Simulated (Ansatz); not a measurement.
```yaml
crystal:
  periodic: [false, false, false]
  atoms:
    - {symbol: P, position_ang: [0.000000, 0.000000, -1.597731]}
    - {symbol: O, position_ang: [0.000000, 0.000000, 0.016287]}
    - {symbol: Si, position_ang: [0.000000, 0.000000, 1.581444]}
basis:
  gaussian: {orbitals: def2-TZVP}
magnetization: {spin_polarized: true, initial_magnetization: 1}
hamiltonian: {xc: pbe0}
relax: {f_tol: 0.004, max_steps: 80}
```

```sh
$ ansatz run in.yaml --threads 1 --pin off --events-out ev --progress --plain --max-ram 2176MiB
```

Steps of the relaxation (energy above the last step; positions in Å, forces in eV/Å):

```
3
step 1, 63.3 meV
P     0.000    0.000   -1.598    0.000    0.000   -0.530
O     0.000    0.000    0.016    0.000    0.000   -1.592
Si    0.000    0.000    1.581    0.000    0.000    2.122
```

```
3
step 2, 24.0 meV
P     0.000    0.000   -1.609    0.000    0.000   -0.207
O     0.000    0.000    0.011    0.000    0.000   -1.046
Si    0.000    0.000    1.598    0.000    0.000    1.253
```

```
3
step 3, 1.0 meV
P     0.000    0.000   -1.623    0.000    0.000    0.117
O     0.000    0.000    0.002    0.000    0.000   -0.292
Si    0.000    0.000    1.622    0.000    0.000    0.175
```

```
3
step 5, 0.0 meV
P     0.000    0.000   -1.622    0.000    0.000    0.000
O     0.000    0.000   -0.003    0.000    0.000    0.000
Si    0.000    0.000    1.625    0.000    0.000    0.000
```

Close pairs at the end: P1–O2 1.620 Å, O2–Si3 1.627 Å.

A stationary point of unrestricted PBE0 after 5 steps, with ⟨S²⟩ = 1.494 against 0.75 for a pure state; no frequencies were run, so it isn't proven a minimum. 18 s on 1 thread of AMD EPYC 9R45, shared host.
